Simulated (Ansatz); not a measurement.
The same path of C₃H₅ClO (10 atoms, charge 0, multiplicity 1) was run twice with different band settings. The coordinate that changes most is the dihedral H8–C1–C2–Cl3.

Method: Ansatz, RKS B3LYP/def2-SVP.

Relaxed end points:

```xyz
10
Properties=species:S:1:pos:R:3
C -0.893 -0.583 0.543
C 0.505 -0.135 0.167
Cl 1.450 -1.465 -0.646
C 0.540 1.060 -0.779
O -0.428 1.718 -1.053
H -1.427 0.251 1.024
H -1.460 -0.877 -0.351
H -0.856 -1.433 1.239
H 1.099 0.130 1.058
H 1.552 1.283 -1.200
```

```xyz
10
Properties=species:S:1:pos:R:3
C -0.895 -0.553 0.571
C 0.490 -0.033 0.243
Cl 1.653 -1.385 -0.135
C 0.529 0.915 -0.951
O -0.454 1.367 -1.474
H -0.865 -1.213 1.449
H -1.563 0.297 0.783
H -1.313 -1.109 -0.280
H 0.940 0.494 1.101
H 1.561 1.167 -1.304
```

Common settings: spring 5.0 eV/Å²; optimiser quadratic models (default); start path through a guess of the saddle point; force threshold 0.03 eV/Å; iteration limit 60; end points relaxed.

| run | movable images | climbing image |
| --- | --- | --- |
| 1 | 7 | yes |
| 2 | 6 | no |

What does each run give, and how far can it be trusted?

Run 1: converged after 14 iterations, highest image 0.131 eV above the first end. A vibrational analysis at the climbing image gives one clearly imaginary mode, 226i cm⁻¹: a first-order saddle point.
Run 2: converged after 9 iterations, highest image 0.125 eV above the first end. No image climbed, so the highest image needn't sit at the top of the path.
